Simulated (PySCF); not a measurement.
# How well do the runs reproduce experiment for methylcyclopropane?

**What was measured.**

NIST CCCBDB Release 22 (SRD 101), experimental dipoles lists, for the gas: dipole moment 0.139 D.

The results are set against them at the end.

Species: methylcyclopropane, C4H8.
SMILES with atom numbers: `[CH3:1][CH:2]1[CH2:3][CH2:4]1` (hydrogens: H5, H6, H7 on C1; H8 on C2; H9, H10 on C3; H11, H12 on C4)

Cartesian coordinates in Å at the PBE0-D3(BJ)/def2-TZVP level; atoms count from 1:
```xyz
12
C4H8 angstrom
C      1.4504    0.2440    0.0596
C      0.1193   -0.1493   -0.5124
C     -0.8978   -0.8222    0.3557
C     -1.1205    0.5868   -0.1097
H      2.1383   -0.6057    0.0901
H      1.3369    0.6148    1.0820
H      1.9205    1.0356   -0.5301
H      0.1479   -0.4849   -1.5445
H     -1.5109   -1.6054   -0.0724
H     -0.6426   -0.9739    1.3981
H     -1.8848    0.7648   -0.8557
H     -1.0145    1.3817    0.6196
```

The PySCF runs (gas phase, on this PBE0-D3(BJ)/def2-TZVP geometry; no spin–orbit coupling):

```tsv
level	job	basis functions	wall time
PBE0-D3(BJ)/def2-TZVP, grid level 2	geometry optimisation from a GFN2-xTB start	172	20 s
```

Hardware: one thread of an Intel Xeon Platinum 8488C, no GPU (shared host).

Results beside the measurements:

**Dipole moment.** Measured: 0.139 D (NIST CCCBDB Release 22 (SRD 101), experimental dipoles).

```tsv
level	computed (D)	computed − measured (D)
PBE0-D3(BJ)/def2-TZVP	0.137	-0.002
```

The computed dipoles belong to one fixed geometry; measured ones are averaged over vibrations unless marked μe. Magnitudes are compared, not signs.

No measured geometry was used, and the causes of the misses weren't examined.
